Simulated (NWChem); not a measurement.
**Correlation energy of S**

SMILES: [S]
```xyz
1

S      0.0000     0.0000     0.0000
```
Charge 0, spin multiplicity 3.

All runs are NWChem calculations.

Basis set: cc-pVQZ. Each correlation energy counts from its own Hartree-Fock reference.

```
method           correlation energy (mHa)
---------------  ------------------------
CCSD[T] on UHF                     -154.6
CCSD(T) on UHF                     -154.5
CCSD on ROHF                       -154.4
CCSD[T] on ROHF                    -160.7
CCSD(T) on ROHF                    -160.8
UMP2                               -127.3
SCS-UMP2                           -128.2
URI-MP2                            -127.3
CCSD on UHF                        -148.8
```

The values span 33.5 mHa, from CCSD(T) on ROHF (lowest) to UMP2 (highest). 

The correlated methods keep 5 core orbitals frozen. No SCF solution was tested for a lower state. Open-shell Hartree-Fock references start from PBE0 orbitals. No row is a measurement; the coupled-cluster row has its own basis-set and correlation limits.
